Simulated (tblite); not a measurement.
Compound: P5H5.
Atom-mapped SMILES: `[pH:1]1[pH:2][pH:3][pH:4][pH:5]1` (hydrogens: H6 on P1; H7 on P2; H8 on P3; H9 on P4; H10 on P5)

Computed geometry: GFN2-xTB, gas phase.

Q: Give the optimised bond lengths and angles.

A: 
```csv
bond,length (bohr),order
P1–P2,4.152,aromatic
P4–P5,4.174,aromatic
"P1–P5, P2–P3, P3–P4",4.133,aromatic
P1–H6 and 4 like bonds,2.639,single
```

Bonds in one row agree within 0.02 bohr and their mean is given. Orders are formal, as drawn. A selection of angles:
```csv
angle,degrees
P2–P1–P5,104.8
P2–P1–H6,93.3
P1–P2–P3,99.4
P2–P3–P4,93.8
P3–P4–P5,97.2
P3–P4–H9,94.7
P4–P5–H10,97.2
P1–P5–P4,101.2
P1–P5–H10,92.0
```

P1 (ring phosphorus) is pyramidal (angles 104.8°, 93.6° and 93.3°, sum 291.7°, 0.92 Å off the plane of its three neighbours). The 5-membered ring P1–P2–P3–P4–P5 has internal angles of 93.8° to 104.8° (sum 496°, against 540° for a flat polygon); it is puckered, 0.41 Å rms from its mean plane, widest ring torsion 63°. The 5 P–P bonds span 2.185 Å (P1–P5, drawn aromatic) to 2.209 Å (P4–P5, drawn aromatic), a spread of 0.024 Å.

Point group: C1 (no symmetry element, even within 0.4 Å). Its GFN2-xTB frequencies are all real (lowest 47 cm⁻¹). The numbers are those of one conformer.
